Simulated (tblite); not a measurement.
Input of a run (GFN2-xTB geometry optimisation, gas phase (tblite 0.8.0)), started from a force field or distance geometry:
```
{"job": {"kind": "relax", "xc": "GFN2-xTB", "basis": "xTB"}, "charge": 0, "multiplicity": 2}
C      1.586300     0.200900    -0.874700
C      0.540100    -0.601600    -0.191100
C     -0.889800    -0.435200    -0.721800
C     -1.128700     0.636300     0.363900
C     -0.003200    -0.062800     1.183800
Cl     1.012000     0.937900     2.261000
H      1.410700     0.593400    -1.876200
H      2.539100     0.391700    -0.389500
H      0.872500    -1.655600    -0.127500
H     -1.011500    -0.076100    -1.749200
H     -1.522900    -1.329500    -0.605600
H     -0.898700     1.646500     0.049200
H     -2.121500     0.625500     0.849000
H     -0.385000    -0.871900     1.806600
```

Output (eV, eV/Å):
```
step      E/eV     max force
  0    -523.33142    1.427
  1    -523.37926    0.516
  2    -523.40004    0.422
  3    -523.41584    0.246
  4    -523.42123    0.233
  5    -523.42633    0.212
  6    -523.43063    0.172
  7    -523.43451    0.162
  8    -523.43694    0.158
  9    -523.43896    0.142
 10    -523.44120    0.146
 11    -523.44389    0.154
 12    -523.44655    0.151
 13    -523.44901    0.134
 14    -523.45156    0.115
 15    -523.45433    0.141
 16    -523.45664    0.127
 17    -523.45821    0.116
 18    -523.45945    0.108
 19    -523.46081    0.101
 20    -523.46227    0.101
 21    -523.46346    0.095
 22    -523.46437    0.081
 23    -523.46540    0.094
 24    -523.46692    0.140
 25    -523.46880    0.140
 26    -523.47052    0.102
 27    -523.47192    0.121
 28    -523.47342    0.148
 29    -523.47565    0.160
 30    -523.47864    0.169
 31    -523.48163    0.163
 32    -523.48435    0.156
 33    -523.48681    0.131
 34    -523.48885    0.240
 35    -523.49213    0.246
 36    -523.49526    0.170
 37    -523.49906    0.100
 38    -523.49994    0.155
 39    -523.50172    0.133
 40    -523.50299    0.113
 41    -523.50364    0.082
 42    -523.50450    0.100
 43    -523.50586    0.082
 44    -523.50664    0.063
 45    -523.50736    0.070
 46    -523.50798    0.073
 47    -523.50824    0.140
 48    -523.50877    0.046
 49    -523.50900    0.037
 50    -523.50928    0.029
 51    -523.50949    0.033
 52    -523.50975    0.040
 53    -523.50995    0.031
 54    -523.51013    0.029
 55    -523.51024    0.026
 56    -523.51032    0.024
 57    -523.51038    0.019
 58    -523.51044    0.023
 59    -523.51051    0.021
 60    -523.51059    0.021
 61    -523.51064    0.021
 62    -523.51068    0.015
 63    -523.51071    0.015
 64    -523.51077    0.024
 65    -523.51085    0.032
 66    -523.51091    0.032
 67    -523.51097    0.025
 68    -523.51105    0.030
 69    -523.51117    0.035
 70    -523.51136    0.041
 71    -523.51160    0.048
 72    -523.51189    0.045
 73    -523.51229    0.059
 74    -523.51289    0.084
 75    -523.51365    0.095
 76    -523.51419    0.062
 77    -523.51448    0.044
 78    -523.51446    0.045
 79    -523.51463    0.025
 80    -523.51466    0.031
 81    -523.51471    0.027
 82    -523.51480    0.021
 83    -523.51484    0.018
 84    -523.51488    0.017
 85    -523.51490    0.016
 86    -523.51494    0.016
 87    -523.51498    0.015
 88    -523.51503    0.017
 89    -523.51508    0.014
 90    -523.51510    0.015
 91    -523.51512    0.009
```

Task: Summarise the run.

Result: The energy falls by 0.184 eV over 91 L-BFGS steps, the largest force on an atom goes from 1.43 to 0.009 eV/Å, and the atoms move by 0.369 Å rms after alignment. The bond that changes most is C4–C5 (ends: carbon bonded to 2 C and 2 H; carbon bonded to 2 C, Cl and H), which shortens by 0.032 Å. Bonds longer at the end by more than 0.005 Å: 1 of 14; shorter: 10. Among the angles that change most is C2–C5–Cl6, from 121.5° to 117.0°. Among the dihedrals that turn most is H7–C1–C2–H9, from 110° to 168°. The energy rose by more than 1e-5 eV at step 78. The first step brought 26 % of the lowering.

Task: What are the final bond lengths?

Result: C1–C2 1.456 Å, C2–C3 1.553 Å, C3–C4 1.534 Å, C4–C5 1.526 Å, C5–Cl6 1.771 Å, C2–C5 1.575 Å, C1–H7 1.073 Å, C1–H8 1.072 Å, C2–H9 1.091 Å, C3–H10 1.087 Å, C3–H11 1.087 Å, C4–H12 1.087 Å, C4–H13 1.088 Å, C5–H14 1.090 Å. Numbering counts from 1 in the input's order; the species is `C1[C@H]([C@H](C1)Cl)[CH2]` [radical].

Time: 0.38 s of wall time. Hardware: an Arm Neoverse V2 with one thread, shared host.

Its GFN2-xTB frequencies are all real (lowest 72 cm⁻¹).

One conformer stands for the species.

These are computed values.
